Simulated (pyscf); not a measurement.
H₃Si–PH₂ + H atom (H•) → PH₂• + silane (SiH₄) (substitution at Si; doublet surface; P–Si broken, H–Si formed). PySCF, gas phase, ωB97X-D3(BJ)/def2-SVP geometries. MP2 and CC: frozen core, UHF for open shells. ΔMP2 is the change of the MP2 total energy from the triple- to the quadruple-zeta basis. Energies in kcal/mol from the separated reactants.

```csv
level,barrier,reaction energy
PBE/def2-TZVP,-2.5,-19.0
r²SCAN/def2-TZVP,-3.1,-22.1
B3LYP-D3(BJ)/def2-TZVP,…,-24.0
HF/def2-TZVP,18.8,-26.6
MP2/def2-QZVPP,9.7,-18.2
CCSD/def2-TZVPP,7.3,-25.6
CCSD(T)/def2-TZVPP + ΔMP2(QZVPP),…,…
```

Question: Fill in the missing entries.

Answer: 
- B3LYP-D3(BJ)/def2-TZVP, barrier: -0.4
- CCSD(T)/def2-TZVPP + ΔMP2(QZVPP), barrier: 5.6
- CCSD(T)/def2-TZVPP + ΔMP2(QZVPP), reaction energy: -22.9

Of the functionals in the table, B3LYP-D3(BJ) is closest to CCSD(T)/def2-TZVPP + ΔMP2(QZVPP) in the barrier (6.0 kcal/mol apart) and r²SCAN least close (8.7 kcal/mol); that level has limits of its own. At PBE, r²SCAN, B3LYP-D3(BJ) this geometry lies under the reactants; that is no barrier but a single point on another level's saddle; such a level's own saddle, if it has one, lies nearer that side and is low. One saddle was located; it need not be the lowest between these sides. The angle at the attacked Si is 178°. The CCSD(T) − MP2 part came from Ansatz, without density fitting, on the same reference.
